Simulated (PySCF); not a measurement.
System: CH4N, charge -1, multiplicity 1. It need not be the lowest isomer of its formula. Whether it binds its extra electron was not tested at this geometry. SMILES: C[NH-]
Geometry from a B3LYP-D3(BJ)/def2-TZVP (Ansatz) optimisation:
```xyz
6

C      0.0362     0.6004     0.0100
N      0.0122    -0.8176     0.0924
H     -0.9547     1.1663     0.0150
H     -0.4878    -1.1512    -0.7412
H      0.5669     1.0166     0.8894
H      0.5731     1.0890    -0.8704
```
Charge -1, spin multiplicity 1.

Dispersion corrections to the total energy (kcal/mol) from the dftd3 and dftd4 libraries through PySCF: D3(BJ) without and D4 with the three-body term, each with the damping fitted for the functional named.

```csv
functional,D3(BJ),D4
BLYP,-2.78,(withheld)
r2SCAN,-0.33,-0.40
HF,(withheld),-7.57
HSE06,-0.71,-1.22
B2PLYP,-0.95,-1.14
BHLYP,-1.64,(withheld)
B2GP-PLYP,-0.62,-0.65
```

Q: Complete the blanks.

A: 
- BLYP, D4: -3.94
- HF, D3(BJ): -13.81
- BHLYP, D4: -1.65
